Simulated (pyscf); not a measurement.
Structures and frequencies: ωB97X-D3(BJ)/def2-SVP in PySCF.

**Question.** H₃C–Ga(F)–F + hydrogen chloride (HCl) → methane (CH₄) + F–Ga(F)–Cl
Surface: singlet. Broken: C–Ga, Cl–H. Formed: C–H, Cl–Ga. Give ΔE‡ and ΔE from ωB97M-D3(BJ)/def2-TZVP, relative to the separated reactants.

**Answer.** ΔE‡ = 67.5 kJ/mol, ΔE = -97.6 kJ/mol. Zero-point energy shifts the barrier by -0.9 kJ/mol. It is a four-centre exchange, with an imaginary mode of 1219i cm⁻¹. On the reactant side the descent ends in an adduct with a Cl–Ga contact (not fully relaxed), 42.3 kJ/mol under the separated species and 97.9 kJ/mol under the saddle at ωB97X-D3(BJ)/def2-TZVP. On the product side the descent ends in a complex, 24.3 kJ/mol under the separated species and 184.2 kJ/mol under the saddle at ωB97X-D3(BJ)/def2-TZVP. What is counted as formed (Cl–Ga) is already present as a longer contact in the reactant adduct; forming that adduct is a step of its own. At ωB97X-D3(BJ) the barrier from the zero used here is 55.6 kJ/mol. One saddle was located; it need not be the lowest between these sides. Elements up to Kr have no core potential and no relativistic terms here.
